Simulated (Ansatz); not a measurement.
# CHS−: functionals against CCSD(T) at one geometry

A test off equilibrium: a frame of a short trajectory is computed at several levels, and each is set against CCSD(T).

The runs use Ansatz 0.2.0, Gaussian basis; single points in def2-TZVPPD.

Correlated methods freeze the cores.

## Step 1: Starting geometry

SMILES `[CH-]=S`, 3 atoms, charge -1, spin multiplicity 1.

Atoms are counted from 1 here; the program's logs count them from 0.

Bond lengths: C1–S2 1.680 Å, C1–H3 1.175 Å. Angles: S2–C1–H3 102.7°.

Coordinates:

```xyz
3
charge -1, multiplicity 1
C    -0.2010    0.5480   -0.0460
S     1.1038   -0.3125    0.5701
H    -0.8704   -0.2974   -0.5135
```

## Step 2: PBE-D4/def2-TZVPPD

The input, run/in.yaml:

```yaml
crystal:
  periodic: [false, false, false]
  atoms:
    - {symbol: C, position_ang: [-0.200959, 0.547952, -0.046002]}
    - {symbol: S, position_ang: [1.103828, -0.312475, 0.570083]}
    - {symbol: H, position_ang: [-0.870446, -0.297389, -0.513541]}
basis:
  gaussian: {orbitals: "def2-TZVPPD.json"}
total_charge: -1
hamiltonian: {xc: pbe, dispersion: d4}
output: {forces: true}
```

The basis file named in the input lies beside it (Basis Set Exchange, JSON).

On the command line:

```sh
$ ansatz run in.yaml --threads 2 --pin off --events-out ev --progress --plain --max-ram 3481MiB
```

## Step 3: r2SCAN-D4/def2-TZVPPD

run/in.yaml: that of step 2 with these lines changed.

```diff
@@ -9,3 +9,3 @@
 total_charge: -1
-hamiltonian: {xc: pbe, dispersion: d4}
+hamiltonian: {xc: r2scan, dispersion: d4}
 output: {forces: true}
```

## Step 4: PBE0-D4/def2-TZVPPD

run/in.yaml: that of step 3 with these lines changed.

```diff
@@ -9,3 +9,3 @@
 total_charge: -1
-hamiltonian: {xc: r2scan, dispersion: d4}
-output: {forces: true}
+hamiltonian: {xc: pbe0, dispersion: d4}
+output: {forces: true, orbitals: {seedname: orbitals}}
```

## Step 5: wB97M-V/def2-TZVPPD

run/in.yaml: that of step 4 with these lines changed.

```diff
@@ -9,3 +9,3 @@
 total_charge: -1
-hamiltonian: {xc: pbe0, dispersion: d4}
-output: {forces: true, orbitals: {seedname: orbitals}}
+hamiltonian: {xc: {name: wB97M-V}}
+output: {forces: true}
```

## Step 6: CCSD(T)/def2-TZVPPD

run/in.yaml: that of step 5 with these lines changed.

```diff
@@ -9,3 +9,3 @@
 total_charge: -1
-hamiltonian: {xc: {name: wB97M-V}}
+correlation: {method: ccsd_t}
 output: {forces: true}
```

(Steps that only read results are left out.)

Q: Predict the outcome of this session. Wanted: RMS force component; RMS force error; HOMO and LUMO, PBE0-D4; T1 diagnostic.

**Answer**, as computed:

```
              quantity                                                             value
   RMS force component                              0.523 to 0.695 eV/Å over the methods
       RMS force error  PBE-D4 0.137, r2SCAN-D4 0.153, PBE0-D4 0.256, wB97M-V 0.298 eV/Å
HOMO and LUMO, PBE0-D4                                                  0.81 and 3.96 eV
         T1 diagnostic                                                             0.026
```

In words: The forces of PBE-D4 come nearest to CCSD(T), those of wB97M-V are farthest. Frozen-core CCSD(T) forces in triple zeta carry basis errors of their own, and this is one geometry, so small gaps rank nothing. The T1 diagnostic is large here, over the usual mark for main-group molecules (transition-metal compounds often pass it harmlessly), so CCSD(T) itself may be off. The restricted Hartree–Fock reference is unstable towards an unrestricted one at one or more of these structures.
